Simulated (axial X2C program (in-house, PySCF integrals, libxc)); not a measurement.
## Bond lengths and stretching modes, held linear, of SiNC⁺

Calculated with an in-house all-electron X2C program for linear molecules (integrals from PySCF): two-component X2C with atomic mean-field Coulomb and Gaunt terms, Gaussian nuclei, basis Si dyall-v3z, N dyall-av3z, C dyall-v3z with contracted cores. Spin-free rows use the one-electron spin-free X2C Hamiltonian.

Masses Si 27.977, N 14.003, C 12.000 u. States: 2c Ω = 0 (all partner blocks equally filled); spin-free M_S = 0, Λ = 0 (closed shell).

PBE0, 2c: energies above the lowest point

```
r(Si–N) (Å)  r(N–C) (Å)  E (meV)
     1.6302      1.1739    72.53
     1.6302      1.2040    28.98
     1.6302      1.2341    66.15
     1.6720      1.1739    40.36
     1.6720      1.2040     0.00
     1.6720      1.2341    40.21
     1.6720      1.2642   146.46
     1.7138      1.1739    65.59
     1.7138      1.2040    28.22
     1.7138      1.2341    71.28
     1.7556      1.2040   102.37
     1.7556      1.2642   259.54
```

Task: Fit a quadratic surface with cubic terms in each bond: where is the minimum, and what are the two stretching wavenumbers?

Result: At PBE0, 2c: bonds 1.671 and 1.203 Å; harmonic stretches 787.4 and 2000.9 cm⁻¹; force constants 5.26, 14.3 and coupling 0.36 mdyn/Å.

The other levels and Hamiltonians give:

| Hamiltonian | level | r(Si–N) (Å) | r(N–C) (Å) | lower stretch (cm⁻¹) | upper stretch (cm⁻¹) |
| --- | --- | --- | --- | --- | --- |
| 2c | HF | 1.649 | 1.185 | 838.8 | 2119.8 |
| 2c | LDA | 1.677 | 1.207 | 764.3 | 1954.7 |
| 2c | MP2 | 1.680 | 1.211 | 773.8 | 1973.3 |
| spin-free | PBE0 | 1.671 | 1.203 | 787.6 | 2001.0 |
| spin-free | HF | 1.649 | 1.185 | 838.9 | 2119.8 |
| spin-free | LDA | 1.677 | 1.207 | 764.5 | 1954.8 |
| spin-free | MP2 | 1.680 | 1.211 | 774.0 | 1973.3 |

Each state is one determinant, the lowest of a limited PBE0 search; the stretches come from a fit to these few points and carry an uncertainty of a few per cent. Other orders of the atoms were not compared. MP2 freezes inner shells (threshold -2 hartree). The molecule was held linear; bending was not examined, so a bent shape may lie lower.
